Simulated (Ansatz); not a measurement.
# How far each method lies from full CI for [BH2···H···H], doublet

All five atoms lie in one plane.

Geometry: a point of a hydrogen-transfer path between rigid fragments, not a stationary point.

```tsv
atom	x (Å)	y (Å)	z (Å)
B	-0.1762	0.0000	0.0000
H	-0.7729	1.0336	0.0000
H	-0.7729	-1.0336	0.0000
H	1.1628	0.0000	0.0000
H	2.2728	0.0000	0.0000
```

Basis 6-31G; Ansatz 0.2.0. Only valence electrons are correlated (noble-gas cores frozen), which leaves 7 electrons in 16 orbitals. Prefix R: restricted or restricted open-shell reference; prefix U: unrestricted. Active spaces: valence = (7e, 8o) chosen from the atoms' valence shells; pair = (3e, 3o) about the gap.

Full CI is exact within this basis and frozen core; it isn't the basis-set limit. The frozen core follows each run's orbitals, which can shift R against U totals by a few meV.

For open shells CISD and CISDTQ are restricted-active-space CI with the open shells as a complete middle space.

The UHF ⟨S²⟩ is 0.769. The T1 diagnostic (RCCSD) is 0.0232, the largest doubles amplitude (RCCSD) is 0.052 and the T1 diagnostic (UCCSD) is 0.0100.

| level | E − E(RHF) (eV) |
| --- | --- |
| UHF | -0.1399 |
| RMP2 | -1.7047 |
| UMP2 | -1.7213 |
| RCCSD | -2.2627 |
| UCCSD | -2.2644 |
| RCCSD(T) | -2.2918 |
| UCCSD(T) | -2.2919 |

Q: Estimate how far full CI in 6-31G lies from RCCSD(T). The table doesn't fix it; the size of (T) and the diagnostics are the guide.

A: Full CI in 6-31G lies 1.0 kJ/mol below RCCSD(T), which is 37 % of the (T) step (-2.8 kJ/mol). The diagnostics give no warning, yet the rest is a sizeable part of (T).

The other levels:

```
                   level  E − E(full CI) (kJ/mol)  share of correlation (%)  wall time
                    CISD                     10.1                     95.47     0.45 s
                 BCCD(T)                      1.0                     99.54     0.72 s
                  RCCSDT                      0.1                     99.96          –
                  UCCSDT                      0.1                     99.96          –
                  CISDTQ                      0.1                     99.94      1.9 s
               RCCSDT(Q)                      0.0                     99.99        3 s
               UCCSDT(Q)                      0.0                     99.99      2.3 s
                 RCCSDTQ                      0.0                    100.00       15 s
                 UCCSDTQ                      0.0                    100.00       13 s
     CASSCF (pair space)                    169.2                     23.84          –
     NEVPT2 (pair space)                     42.6                     80.84     0.42 s
  CASSCF (valence space)                     70.2                     68.39          –
  NEVPT2 (valence space)                     18.5                     91.69      1.9 s
  MRCISD (valence space)                      1.6                     99.30          –
MRCISD+Q (valence space)                      0.6                     99.75      2.8 s
```

The correlation energy at full CI, counted from RHF, is -2.303 eV. That run took 3.1 s on 1 thread of Intel Xeon Platinum 8488C, shared host over 272,520 determinants.

Times hold each run's SCF and search for its determinant on a shared host, so for small cases they say little of a method's own cost; they ran on 1 thread of Intel Xeon Platinum 8488C.

The full-CI state has the irrep A1 of C2v, in the program's axes.

Natural occupations of full CI about the gap: 1.972 1.969 1.964 0.998 0.027 0.019 0.019 0.010 0.006 0.005; effectively unpaired electrons, Σ n²(2−n)², 1.02.
